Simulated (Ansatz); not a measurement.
**H₃NOSi: up Jacob's ladder to CCSD(T)**

An exercise on one series of results from a longer session: the logs are not shown, and one member is left open.

The runs use Ansatz 0.2.0, Gaussian basis; functionals in def2-TZVPP, the program's frozen cores in correlated methods.

Plan: LDA (SPW92), PBE-D4, revPBE-D4, BLYP-D4, r2SCAN-D4, B97M-V, PBE0-D4, B3LYP-D4, r2SCANh-D4, r2SCAN0-D4, HSE06-D4, BHLYP-D4, CAM-B3LYP-D4, LC-ωPBE, ωB97X-V, ωB97M-V, B2PLYP, PBE-QIDH; CCSD(T)/def2-SVP; CCSD(T)/def2-TZVPP; CCSD(T)/def2-QZVPP; extrapolation to the limit; RPA on PBE.

### Structure used throughout

All runs share one geometry, relaxed beforehand with PBE0-D4 in a triple-zeta def2 set.

6 atoms, charge 0, spin multiplicity 1.

Atoms are counted from 1 here; the program's logs count them from 0.

Bond lengths: N1–Si2 1.716 Å, N1–H4 1.009 Å, N1–H5 1.010 Å, Si2–O3 1.656 Å, O3–H6 0.961 Å. Angles: Si2–N1–H4 120.1°, Si2–N1–H5 128.3°, H4–N1–H5 111.5°, N1–Si2–O3 102.6°, Si2–O3–H6 121.6°.

As a file:

```xyz
6

N    -0.76998    0.11034   -0.50130
Si    0.65316   -0.84082   -0.62606
O     1.50393   -0.39914    0.72395
H    -1.48693    0.04378   -1.20751
H    -1.01954    0.77295    0.21954
H     1.16157    0.24909    1.34518
```

The first run:

File in.yaml:

```yaml
crystal:
  periodic: [false, false, false]
  atoms:
    - {symbol: N, position_ang: [-0.769979, 0.110339, -0.501302]}
    - {symbol: Si, position_ang: [0.653156, -0.840823, -0.626058]}
    - {symbol: O, position_ang: [1.503926, -0.399139, 0.723949]}
    - {symbol: H, position_ang: [-1.486934, 0.043785, -1.207508]}
    - {symbol: H, position_ang: [-1.019542, 0.772951, 0.219544]}
    - {symbol: H, position_ang: [1.161574, 0.249087, 1.345176]}
basis:
  gaussian: {orbitals: def2-TZVPP}
hamiltonian: {xc: lda}
output: {orbitals: {seedname: orbitals}}
```

The run is started by

```console
ansatz run in.yaml --threads 2 --pin off --events-out ev --progress --plain --max-ram 20480MiB --backend cpu
```

Steps of the session up to this table: LDA; PBE-D4 (GGA); revPBE-D4 (GGA); BLYP-D4 (GGA); r2SCAN-D4 (meta-GGA); B97M-V (meta-GGA); PBE0-D4 (hybrid); B3LYP-D4 (hybrid); r2SCANh-D4 (hybrid); r2SCAN0-D4 (hybrid); HSE06-D4 (hybrid); BHLYP-D4 (hybrid); CAM-B3LYP-D4 (range-separated); LC-ωPBE (range-separated); ωB97X-V (range-separated); ωB97M-V (range-separated); B2PLYP (double hybrid); PBE-QIDH (double hybrid).

One of the session's tables, all rows but one given; the rest of the session is left out.

It belongs to the step «Orbital energies across the functionals». 

| functional | HOMO (eV) | gap (eV) |
| --- | --- | --- |
| LDA (SPW92) | -5.74 | 4.13 |
| PBE-D4 | -5.66 | 4.20 |
| revPBE-D4 | -5.62 | 4.22 |
| BLYP-D4 | -5.56 | 4.23 |
| r2SCAN-D4 | -5.85 | 4.52 |
| B97M-V | -5.94 | 4.64 |
| PBE0-D4 | -6.75 | 6.11 |
| B3LYP-D4 | -6.59 | 5.75 |
| r2SCANh-D4 | -6.26 | 5.24 |
| r2SCAN0-D4 | ? | ? |
| HSE06-D4 | -6.35 | 5.33 |
| BHLYP-D4 | -7.76 | 8.02 |
| CAM-B3LYP-D4 | -8.08 | 8.53 |
| LC-ωPBE | -9.36 | 10.89 |
| ωB97X-V | -9.05 | 10.51 |
| ωB97M-V | -8.90 | 10.24 |

Q: Estimate the row for r2SCAN0-D4 from the others.

Worked estimate for «HOMO (eV)». Against the share of exact exchange, r2SCAN-D4 (0, -5.85), r2SCANh-D4 (0.1, -6.26) give a slope of -4.10 per unit share; at 0.25 the line stands at -6.87.

**Answer.** HOMO (eV): -6.87; gap (eV): 6.31. In «HOMO (eV)» the line misses by 0.00.
